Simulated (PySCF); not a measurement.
CH3O (SMILES [CH2]O), doublet, geometry from GFN2-xTB; PySCF with M062X/def2-SVP.

PySCF was given this input:
```python
from pyscf import gto, scf, dft

mol = gto.M(
    atom='''
C     0.685555    0.025060   -0.033260
O    -0.671254   -0.121865   -0.005443
H    -1.098199    0.739235   -0.058755
H     1.128206    0.974578    0.202513
H     1.226693   -0.889257    0.099351
''',
    basis='def2-svp',
    charge=0,
    spin=1,
    verbose=5,
)

mf = dft.UKS(mol)
mf.xc = 'm062x'
mf.kernel()
mf.analyze()
```

Task: Predict the main parts of the log of this PySCF run.

Result: 
```
PySCF version 2.14.0

[INPUT] verbose = 5
[INPUT] max_memory = 4000
[INPUT] num. atoms = 5
[INPUT] num. electrons = 17
[INPUT] charge = 0
[INPUT] spin (= nelec alpha-beta = 2S) = 1
[INPUT] symmetry False subgroup None
[INPUT] Mole.unit = angstrom
[INPUT] Symbol           X                Y                Z      unit          X                Y                Z       unit  Magmom
[...]
[INPUT] ---------------- BASIS SET ----------------
[INPUT] l, kappa, [nprim/nctr], expnt,             c_1 c_2 ...
[INPUT] O
[...]
                                340.87010191      -0.03989003923
                                77.363135167      -0.17853911985
                                21.47964494       -0.46427684959
                                6.6589433124      -0.44309745172
[...]
                                3.863550544       0.23094120765
                                1.0480920883      0.51375311064
[...]
[INPUT] H
[...]
                                1.9622572         0.13796524
                                0.44453796        0.47831935
[...]
[INPUT] C
[...]
                                186.29004992      0.040638409211
                                42.251176346      0.18025593888
                                11.676557932      0.46315121755
                                3.5930506482      0.44087173314
[...]
                                2.0103545142      0.21117025112
                                0.54771004707     0.51328172114
[...]
nuclear repulsion = 35.3489630847581
number of shells = 21
number of NR pGTOs = 69
number of NR cGTOs = 43
basis = def2-svp
ecp = {}

******** <class 'pyscf.dft.uks.UKS'> ********
method = UKS
initial guess = minao
damping factor = 0
level_shift factor = 0
DIIS = <class 'pyscf.scf.diis.CDIIS'>
diis_start_cycle = 1
diis_space = 8
diis_damp = 0
SCF conv_tol = 1e-09
SCF conv_tol_grad = None
SCF max_cycles = 50
direct_scf = True
direct_scf_tol = 1e-13
number electrons alpha = 9  beta = 8
XC library pyscf.dft.libxc version 7.1.2
    S. Lehtola, C. Steigemann, M. J. T. Oliveira, and M. A. L. Marques,  SoftwareX 7, 1–5 (2018)
XC functionals = m062x
    Y. Zhao and D. G. Truhlar,  Theor. Chem. Acc. 120, 215 (2008)
    Y. Zhao and D. G. Truhlar,  Theor. Chem. Acc. 120, 215 (2008)
radial grids:
    Treutler-Ahlrichs [JCP 102, 346 (1995); DOI:10.1063/1.469408] (M4) radial grids

becke partition: Becke, JCP 88, 2547 (1988); DOI:10.1063/1.454033
pruning grids: <function nwchem_prune>
grids dens level: 3
symmetrized grids: False
atomic radii adjust function: <function treutler_atomic_radii_adjust>
small_rho_cutoff = 0
Set gradient conv threshold to 3.16228e-05
atom C rad-grids = 75, ang-grids = [ 50  50  50  50  50  50  50  50  50  50  50  50  50  50  50  50  50  50
  50  50  50  50  86  86  86  86  86  86  86  86  86  86 266 266 266 266
 266 266 302 302 302 302 302 302 302 302 302 302 302 302 302 302 302 302
 302 302 302 302 266 266 266 266 266 266 266 266 266 266 266 266 266 266
 266 266 266]
atom O rad-grids = 75, ang-grids = [ 50  50  50  50  50  50  50  50  50  50  50  50  50  50  50  50  50  50
  50  50  50  50  50  86  86  86  86  86  86  86  86  86 266 266 266 266
 266 266 266 302 302 302 302 302 302 302 302 302 302 302 302 302 302 302
 302 302 302 302 302 266 266 266 266 266 266 266 266 266 266 266 266 266
 266 266 266]
atom H rad-grids = 50, ang-grids = [ 50  50  50  50  50  50  50  50  50  50  50  50  50  50  50  86  86  86
  86 266 266 266 266 266 302 302 302 302 302 302 302 302 302 302 302 302
 302 266 266 266 266 266 266 266 266 266 266 266 266 266]
tot_boxes 1404, boxes in each direction [11 10  7]
Padding 0 grids
tot grids = 57624
nelec by numeric integration = [8.49281008 8.49281008]
E1 = -224.65859406692243  E2 = 74.31664225819709  Ecoul = 89.19100835058056  Exc = -14.874366092383465
init E= -114.992988723967
cond(S) = 240.9440157985457

  alpha mo_energy =
[-19.85100198 -10.62688803  -1.36819513  -0.8580474   -0.64483069
  -0.54674149  -0.49268305  -0.41615288  -0.13128504   0.0482537
   0.10231376   0.1548846    0.20170689   0.4612493    0.47837514
   0.51340987   0.52858508   0.6223913    0.65731068   0.69128103
   0.93446138   0.94643183   1.07381336   1.21037674   1.30823325
   1.35903417   1.50543772   1.52246676   1.65173305   1.66437198
   1.80142548   1.97057103   2.00317043   2.17149854   2.23232739
   2.29974606   2.6600246    2.838321     2.85239022   2.9520677
   3.10956809   3.31526278   3.66593285]
  beta  mo_energy =
[-19.85100198 -10.62688803  -1.36819513  -0.8580474   -0.64483069
  -0.54674149  -0.49268305  -0.41615288  -0.13128504   0.0482537
   0.10231376   0.1548846    0.20170689   0.4612493    0.47837514
   0.51340987   0.52858508   0.6223913    0.65731068   0.69128103
   0.93446138   0.94643183   1.07381336   1.21037674   1.30823325
   1.35903417   1.50543772   1.52246676   1.65173305   1.66437198
   1.80142548   1.97057103   2.00317043   2.17149854   2.23232739
   2.29974606   2.6600246    2.838321     2.85239022   2.9520677
   3.10956809   3.31526278   3.66593285]
multiplicity <S^2> = 0.75  2S+1 = 2
nelec by numeric integration = [8.99999869 7.99999893]
E1 = -227.10729845366322  E2 = 76.88795530173506  Ecoul = 92.05232630172043  Exc = -15.164370999985362
cycle= 1 E= -114.87038006717  delta_E= 0.123  |g|= 0.323  |ddm|= 1.49
  alpha mo_energy =
[-19.38662159 -10.62766742  -1.08045525  -0.74173945  -0.5753074
  -0.49998701  -0.4105423   -0.35521135  -0.19575819   0.09442045
   0.14472154   0.18766221   0.28767913   0.48588907   0.52231014
   0.56332732   0.57288588   0.68006934   0.69764946   0.75053146
   1.10373609   1.12347936   1.16661951   1.31418646   1.3894173
   1.4168195    1.56079195   1.58799689   1.7213114    1.7369281
   1.8470596    2.01297826   2.05728294   2.21866585   2.32669663
   2.37269843   2.75184299   2.9246122    3.04418679   3.14784144
   3.29445494   3.50440507   3.87137658]
  beta  mo_energy =
[-19.38278581 -10.62247161  -1.06705869  -0.71202971  -0.56370533
[...]
converged SCF energy = -114.912153312041  <S^2> = 0.75416383  2S+1 = 2.0041595
Total Energy =                        -114.912153312041454
[...]
1 O 3px         -0.14503  -0.03450  -0.00531  -0.06304  -0.02647
1 O 3py         -0.02578  -0.08203   0.01559   0.01143  -0.01616
1 O 3pz          0.02550   0.00330   0.08840  -0.02853  -0.00123
1 O 3dxy        -0.01057  -0.38746   0.05808  -0.00611  -0.06943
1 O 3dyz         0.05767   0.17763   0.74283  -0.02516  -0.50839
1 O 3dz^2        0.19231   0.17279  -0.14030  -0.07920   0.05649
1 O 3dxz         0.16088  -0.09327   0.44411  -0.39242   0.67050
1 O 3dx2-y2     -0.10969   0.22868  -0.06686  -0.12731   0.07585
2 H 1s          -0.01657  -0.00755  -0.00231  -0.01124  -0.00448
2 H 2s          -0.00356  -0.00536   0.01186   0.03569   0.01118
2 H 2px         -0.09425   0.11872  -0.02608  -0.10830   0.00473
2 H 2py          0.14052   0.09687   0.01484   0.10115   0.07254
2 H 2pz          0.00487  -0.07568  -0.21596  -0.04686   0.23455
3 H 1s           0.01500  -0.05980  -0.00796  -0.03502  -0.02235
3 H 2s           0.01720   0.04670   0.02163   0.07373   0.04102
3 H 2px          0.17081   0.23248   0.01437   0.26688   0.10434
3 H 2py         -0.46321   0.41869   0.10422   0.29261   0.20810
3 H 2pz         -0.01938   0.08872   0.04078   0.12139   0.01173
4 H 1s           0.01266   0.05899  -0.01525  -0.03995  -0.00943
4 H 2s           0.01815  -0.04390   0.02335   0.07321   0.02359
4 H 2px          0.11974  -0.26848   0.08796   0.31035   0.05926
4 H 2py          0.47842   0.38101  -0.13704  -0.29159  -0.10810
4 H 2pz          0.01129  -0.03102  -0.02603   0.08455   0.03806
               #41       #42       #43
0 C 1s           0.00159   0.00120   0.00004
0 C 2s          -0.01528  -0.01287  -0.00272
0 C 3s           0.01050   0.00265   0.00303
0 C 2px          0.00226   0.01660   0.01681
0 C 2py          0.01809  -0.01178  -0.00015
0 C 2pz         -0.00248  -0.00224   0.00197
0 C 3px         -0.04614  -0.02394   0.00466
0 C 3py         -0.01543  -0.01089   0.01438
0 C 3pz          0.00009   0.00285   0.00262
0 C 3dxy         0.37030  -0.39949   0.06907
0 C 3dyz         0.05748  -0.04518   0.01064
0 C 3dz^2        0.18839   0.14111  -0.00890
0 C 3dxz         0.00071  -0.00505   0.00719
0 C 3dx2-y2     -0.15499  -0.16778  -0.18720
1 O 1s           0.00011   0.00041  -0.00090
1 O 2s           0.01062   0.00858  -0.01263
1 O 3s           0.18954   0.12758  -0.08449
1 O 2px         -0.00100   0.01259   0.01359
1 O 2py          0.00799   0.01054  -0.02119
1 O 2pz          0.00007  -0.00093   0.00117
1 O 3px          0.12458   0.08386   0.09916
1 O 3py          0.07292  -0.02571  -0.11186
1 O 3pz         -0.00706   0.00196   0.00335
1 O 3dxy         0.38600  -0.37011   0.58033
1 O 3dyz        -0.11809   0.03218   0.06011
1 O 3dz^2       -0.68730  -0.33498   0.32114
1 O 3dxz         0.00070  -0.03179  -0.03696
1 O 3dx2-y2      0.04964   0.66747   0.53001
2 H 1s          -0.00790  -0.00208   0.04238
2 H 2s           0.06399   0.03793  -0.15717
2 H 2px         -0.17424   0.12529   0.17273
2 H 2py          0.05844   0.12388  -0.36947
2 H 2pz          0.01201  -0.01951   0.02632
3 H 1s          -0.01312   0.01412  -0.00980
3 H 2s           0.03440  -0.03549   0.00746
3 H 2px          0.00070   0.00220   0.02379
3 H 2py          0.07713  -0.13067   0.05654
3 H 2pz          0.01508  -0.04345   0.03229
4 H 1s           0.02472  -0.01604  -0.00377
4 H 2s          -0.04367   0.03667   0.00412
4 H 2px         -0.05916   0.02070   0.06820
4 H 2py          0.22218  -0.11032  -0.01192
4 H 2pz         -0.03526   0.02023   0.00111

To work with the spin densities directly, `use mulliken_meta_spin()` only printing them here.

 ** Mulliken spin pop alpha/beta on meta-lowdin orthogonal AOs **
 ** Mulliken Spin Density (per AO)  **
spin_pop of  0 C 1s        0.00000
spin_pop of  0 C 2s        0.05386
spin_pop of  0 C 3s        0.00063
spin_pop of  0 C 2px       0.02300
spin_pop of  0 C 2py       0.02795
spin_pop of  0 C 2pz       0.79667
spin_pop of  0 C 3px       0.00068
spin_pop of  0 C 3py       0.00053
spin_pop of  0 C 3pz       0.00755
spin_pop of  0 C 3dxy     -0.00001
spin_pop of  0 C 3dyz     -0.00002
spin_pop of  0 C 3dz^2    -0.00040
spin_pop of  0 C 3dxz     -0.00006
spin_pop of  0 C 3dx2-y2   -0.00019
spin_pop of  1 O 1s       -0.00000
spin_pop of  1 O 2s        0.00391
spin_pop of  1 O 3s        0.00013
spin_pop of  1 O 2px      -0.01486
spin_pop of  1 O 2py       0.00126
spin_pop of  1 O 2pz       0.15848
spin_pop of  1 O 3px       0.00011
spin_pop of  1 O 3py       0.00003
spin_pop of  1 O 3pz       0.00114
spin_pop of  1 O 3dxy     -0.00001
spin_pop of  1 O 3dyz      0.00005
spin_pop of  1 O 3dz^2    -0.00003
spin_pop of  1 O 3dxz     -0.00003
spin_pop of  1 O 3dx2-y2   -0.00004
spin_pop of  2 H 1s       -0.00617
spin_pop of  2 H 2s        0.00010
spin_pop of  2 H 2px      -0.00002
spin_pop of  2 H 2py      -0.00003
spin_pop of  2 H 2pz       0.00036
spin_pop of  3 H 1s       -0.02785
spin_pop of  3 H 2s        0.00051
spin_pop of  3 H 2px      -0.00001
spin_pop of  3 H 2py       0.00001
spin_pop of  3 H 2pz       0.00069
spin_pop of  4 H 1s       -0.02909
spin_pop of  4 H 2s        0.00062
spin_pop of  4 H 2px      -0.00001
spin_pop of  4 H 2py      -0.00006
spin_pop of  4 H 2pz       0.00060
 ** Mulliken Spin Density (per atom)  **
spin density of  0 C =      0.91018
spin density of  1 O =      0.15016
spin density of  2 H =     -0.00575
spin density of  3 H =     -0.02665
spin density of  4 H =     -0.02794
 ** Mulliken pop alpha/beta on meta-lowdin orthogonal AOs **
 ** Mulliken pop       alpha | beta **
In total             9.00000 | 8.00000
 ** Mulliken atomic charges   ( Nelec_alpha | Nelec_beta ) **
charge of  0C =     -0.10609  (     3.50814      2.59796 )
charge of  1O =     -0.42286  (     4.28651      4.13635 )
charge of  2H =      0.32853  (     0.33286      0.33861 )
charge of  3H =      0.09106  (     0.44115      0.46779 )
charge of  4H =      0.10937  (     0.43134      0.45929 )
Dipole moment(X, Y, Z, Debye):  0.01323,  1.57157,  0.25273
```
